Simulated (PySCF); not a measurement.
Can point charges reproduce the dipole moment of `C#CC` (C3H4)?

Coordinates (PBE0-D3(BJ)/def2-TZVP, Å) and charges (e) from the PBE0/pcSseg-2 density (PySCF):

```tsv
atom	x	y	z	Mulliken	IAO	Hirshfeld	ESP-fitted
C1	1.700	0.095	-0.092	-0.2395	-0.2674	-0.1352	-0.6653
C2	0.503	0.027	-0.033	+0.0547	-0.0156	-0.0424	+0.3207
C3	-0.942	-0.060	0.040	-0.0254	-0.4494	-0.1033	-0.5920
H4	2.761	0.155	-0.144	+0.0418	+0.2016	+0.0885	+0.3612
H5	-1.319	-0.834	-0.632	+0.0562	+0.1770	+0.0642	+0.1917
H6	-1.403	0.889	-0.244	+0.0560	+0.1769	+0.0641	+0.1915
H7	-1.266	-0.303	1.054	+0.0562	+0.1770	+0.0642	+0.1922
```

Compute μ = Σ q r for each scheme (1 e·Å = 4.803 D) and compare with the dipole of the full density.

The full density gives (-0.85, -0.05, 0.04) D, 0.85 D in size; dipole vectors point from the negative to the positive end.

```tsv
scheme	μx	μy	μz	size (D)	share of the full size (%)	angle to the full dipole (°)
Mulliken	-2.23	-0.13	0.11	2.24	263	0
IAO	-0.90	-0.06	0.05	0.91	107	0
Hirshfeld	-0.79	-0.05	0.04	0.80	94	0
ESP-fitted	-0.86	-0.05	0.05	0.87	102	0
```

Which set comes closest?

Length of the difference vector: ESP-fitted 0.02 D, Hirshfeld 0.05 D, IAO 0.06 D, Mulliken 1.39 D. Closest: ESP-fitted. ESP charges are fitted to the potential around the molecule, whose slowest-falling term is the dipole's. The schemes that divide the density aren't constrained to reproduce the dipole.

What is left for the Hirshfeld atoms' own dipoles?

The Hirshfeld atoms' densities add up to the full density, so μ = Σ q r + Σ (atomic dipoles). The atomic dipoles sum to (-0.85, -0.05, 0.04) − (-0.79, -0.05, 0.04) = (-0.06, 0.00, 0.00) D, 0.05 D in size.

With the origin at the mean of the coordinates, (0.005, -0.004, -0.007) Å, which are the largest single terms, by size, of the ESP-fitted dipole along the direction of the full one?

C1 +5.43, H4 -4.80, C3 -2.70, H7 +1.24, H5 +1.23 D; all 7 atoms together +0.87 D. The single terms depend on the origin, their sum doesn't.

Give the size of the full dipole in other units.

0.85 D = 0.334 au = 0.177 e·Å = 2.84 × 10⁻³⁰ C·m.

Isolated species at its PBE0-D3(BJ)/def2-TZVP geometry, gas phase.
